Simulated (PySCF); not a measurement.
C3H3Cl3.
SMILES with atom numbers: `[CH2:1]=[CH:2][C:3]([Cl:4])([Cl:5])[Cl:6]` (hydrogens: H7, H8 on C1; H9 on C2)

The same species was optimised twice, with GFN2-xTB and with PBE0-D3(BJ)/def2-SVP (PySCF), and the same property calculations (PySCF, gas phase) were run on both structures.

| coordinate | GFN2-xTB | PBE0-D3(BJ)/def2-SVP | change |
| --- | --- | --- | --- |
| C1=C2 (Å) | 1.320 | 1.330 | +0.010 |
| C2–C3 (Å) | 1.488 | 1.497 | +0.009 |
| C3–Cl4 (Å) | 1.766 | 1.773 | +0.007 |
| C3–Cl5 (Å) | 1.791 | 1.788 | -0.003 |
| C3–Cl6 (Å) | 1.791 | 1.788 | -0.003 |
| Cl4–C3–Cl6 (°) | 108.2 | 108.9 | +0.7 |
| Cl4–C3–Cl5 (°) | 108.2 | 108.9 | +0.7 |
| C2–C3–Cl5 (°) | 109.1 | 108.4 | -0.7 |
| C2–C3–Cl6 (°) | 109.1 | 108.5 | -0.6 |
| C2–C3–Cl4 (°) | 114.1 | 113.5 | -0.6 |
| C1–C2–C3 (°) | 125.5 | 126.1 | +0.6 |
| Cl5–C3–Cl6 (°) | 108.0 | 108.4 | +0.4 |
| C1–C2–C3–Cl4 (°) | 0 | -2 | -2 |

Rotational constants: A = 1870, B = 1628, C = 1515 MHz (GFN2-xTB) against A = 1858, B = 1615, C = 1508 MHz (PBE0-D3(BJ)/def2-SVP). Atoms that the bonding makes alike are paired by their places after alignment.

On the GFN2-xTB structure: lowest triplet, Tamm–Dancoff (eV) 4.32 [CAM-B3LYP/def2-SVPD]; isotropic polarisability (au) 78.3 [CAM-B3LYP/def2-SVPD]; HOMO (eV) -9.76 [CAM-B3LYP/def2-SVPD]; LUMO (eV) -0.08 [CAM-B3LYP/def2-SVPD]; dipole (D) 1.98 [CAM-B3LYP/def2-SVPD]; HOMO (eV) -8.42 [PBE0/pcSseg-1]; LUMO (eV) -1.11 [PBE0/pcSseg-1]; dipole (D) 2.10 [PBE0/pcSseg-1]; GIAO shielding of C1 (ppm) 63.5 [PBE0/pcSseg-1]; GIAO shielding of C2 (ppm) 38.0 [PBE0/pcSseg-1]; GIAO shielding of C3 (ppm) 67.3 [PBE0/pcSseg-1]; GIAO shielding of Cl4/Cl5/Cl6 (mean) (ppm) 468.8 [PBE0/pcSseg-1].

Problem. What do these properties become on the PBE0-D3(BJ)/def2-SVP structure?

Solution. 
| property | level | on GFN2-xTB | on PBE0-D3(BJ)/def2-SVP | change |
| --- | --- | --- | --- | --- |
| lowest triplet, Tamm–Dancoff (eV) | CAM-B3LYP/def2-SVPD | 4.32 | 4.24 | -0.08 |
| isotropic polarisability (au) | CAM-B3LYP/def2-SVPD | 78.3 | 78.9 | +0.6 |
| HOMO (eV) | CAM-B3LYP/def2-SVPD | -9.76 | -9.70 | +0.06 |
| LUMO (eV) | CAM-B3LYP/def2-SVPD | -0.08 | -0.06 | +0.02 |
| dipole (D) | CAM-B3LYP/def2-SVPD | 1.98 | 1.93 | -0.05 |
| energy, GFN2-xTB geometry as zero (kcal/mol) | CAM-B3LYP/def2-SVPD | 0.0 | -0.3 | -0.3 |
| HOMO (eV) | PBE0/pcSseg-1 | -8.42 | -8.37 | +0.05 |
| LUMO (eV) | PBE0/pcSseg-1 | -1.11 | -1.09 | +0.02 |
| dipole (D) | PBE0/pcSseg-1 | 2.10 | 2.03 | -0.07 |
| energy, GFN2-xTB geometry as zero (kcal/mol) | PBE0/pcSseg-1 | 0.0 | -0.2 | -0.2 |
| GIAO shielding of C1 (ppm) | PBE0/pcSseg-1 | 63.5 | 61.8 | -1.7 |
| GIAO shielding of C2 (ppm) | PBE0/pcSseg-1 | 38.0 | 34.8 | -3.2 |
| GIAO shielding of C3 (ppm) | PBE0/pcSseg-1 | 67.3 | 66.4 | -1.0 |
| GIAO shielding of Cl4/Cl5/Cl6 (mean) (ppm) | PBE0/pcSseg-1 | 468.8 | 471.8 | +3.0 |

The heavy atoms differ by 0.013 Å rms after alignment (one structure mirrored). Among bonds between heavy atoms C1=C2 and C2–C3 change most and about equally (+0.009 to +0.010 Å). Changes are differences of the printed values. Neither structure is proved a minimum here.

The values belong to the conformer `[CH2:1]=[CH:2][C:3]([Cl:4])([Cl:5])[Cl:6]`: C1–C2–C3–Cl4 -2°.
